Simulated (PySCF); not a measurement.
Zinc-blende AlN (metastable phase): PBE at its full settings () and at cheaper ones, in a cell of 2 atoms.

```json
[
 {"level and setting": "PBE (PySCF)", "lattice constant a (Å)": "4.407", "bulk modulus B0 (GPa)": "193", "band gap (eV)": "3.36"},
 {"level and setting": "PBE/6-31G* (PySCF)", "lattice constant a (Å)": "4.430", "bulk modulus B0 (GPa)": "188", "band gap (eV)": "3.25"},
 {"level and setting": "PBE/GTH-SZV (PySCF)", "lattice constant a (Å)": "?", "bulk modulus B0 (GPa)": "?", "band gap (eV)": "?"},
 {"level and setting": "PBE/STO-3G (PySCF)", "lattice constant a (Å)": "4.323", "bulk modulus B0 (GPa)": "272", "band gap (eV)": "3.66"}
]
```

### Question
Estimate the withheld entries.

### Answer

- PBE/GTH-SZV (PySCF), lattice constant a (Å): 4.533
- PBE/GTH-SZV (PySCF), bulk modulus B0 (GPa): 158
- PBE/GTH-SZV (PySCF), band gap (eV): 4.21

Largest shifts from the full settings: lattice constant a +2.86 % (PBE/GTH-SZV); bulk modulus +41 % (PBE/STO-3G); band gap +0.85 eV (PBE/GTH-SZV), against a difference of -1.98 eV of the full result from the reference 5.34 eV (measured, temperature not stated, not corrected to a static lattice; as tabulated in Deguchi et al. (2016), arXiv:1512.06930).

The full settings aren't shown to be converged themselves.

Density-functional gaps are differences of (generalised) Kohn–Sham levels.

Cells: PBE at the level's own equilibrium cell for 2 of them, at the measured cell for 1 of them; PBE/6-31G* at the level's own equilibrium cell for 2 of them, at the measured cell for 1 of them; PBE/GTH-SZV at the level's own equilibrium cell for 2 of them, at the measured cell for 1 of them; PBE/STO-3G at the level's own equilibrium cell for 2 of them, at the measured cell for 1 of them.

Run with cheap settings on purpose, which may leave them unconverged: PBE/6-31G*, PBE/GTH-SZV, PBE/STO-3G.
